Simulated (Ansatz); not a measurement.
# AlCF (triplet): from Hartree-Fock to the top rungs at a displaced geometry (v2), cc-pVDZ

The task here is to estimate one member of a computed series from the others.

Computed with Ansatz 0.2.0, Gaussian basis. Level: cc-pVDZ, core rule «outside noble gas», up to 7 orbitals frozen.

To be run: UHF; CCSD(T) on ROHF; CCSD(T) on UHF; BCCD(T) on ROHF; CISD; CCSDT(Q) on ROHF; CCSDT(Q) on UHF.

37 further runs of the same task are left out: 10 for a known fault of the program, 9 that didn't finish, 18 set aside as unsound or not needed.

## What is computed

The geometry is a PBE0/def2-TZVP stationary point (not a proven minimum) with its atoms shifted at random (size 0.100 Å).

3 atoms, charge 0, spin multiplicity 3.

Atoms are counted from 1 here; the program's logs count them from 0.

Bond lengths: C1–Al2 1.936 Å, Al2–F3 1.655 Å. Angles: C1–Al2–F3 172.3°.

Set-up of the first run:

in.yaml

```yaml
crystal:
  periodic: [false, false, false]
  atoms:
    - {symbol: C, position_ang: [0.084376, 0.005225, 1.836764]}
    - {symbol: Al, position_ang: [-0.080498, 0.013599, -0.091842]}
    - {symbol: F, position_ang: [-0.003878, -0.018825, -1.744922]}
basis:
  gaussian: {orbitals: cc-pVDZ}
magnetization: {spin_polarized: true, initial_magnetization: 2}
hamiltonian: {xc: hf}
output: {orbitals: {seedname: orbitals}}
```

Run with:

```
ansatz run in.yaml --threads 1 --pin off --events-out ev --progress --plain --max-ram 2393MiB
```

Among the steps run: UHF; CCSD(T) on ROHF; CCSD(T) on UHF; BCCD(T) on ROHF; CISD; CCSDT(Q) on ROHF; CCSDT(Q) on UHF.

One of the session's tables, all rows but one given; the rest of the session is left out.

It belongs to the step «Misses and costs». 

| method | from RCCSDT(Q) (kcal/mol) |
| --- | --- |
| ROHF | +230.71 |
| UHF | +224.45 |
| RMP2 | +23.18 |
| UMP2 | +31.13 |
| CISD | +29.74 |
| RCCSD | +8.88 |
| UCCSD | +8.79 |
| RCCSD(T) | ? |
| UCCSD(T) | +2.29 |
| BCCD(T) | +1.95 |
| RCCSDT | +0.79 |
| UCCSDT | +0.70 |
| RCCSDT(Q) | 0 |
| UCCSDT(Q) | -0.18 |

**Question.** Estimate the row for RCCSD(T).

As computed: from RCCSDT(Q) (kcal/mol): +1.93. In the column «from RCCSDT(Q) (kcal/mol)» it lies between RCCSDT (+0.79) and BCCD(T) (+1.95).

Caveats from the session: Restricted and unrestricted rows rest on different reference determinants; where their highest levels disagree by more than a few hundredths of an eV, they describe different states and don't form one ladder.
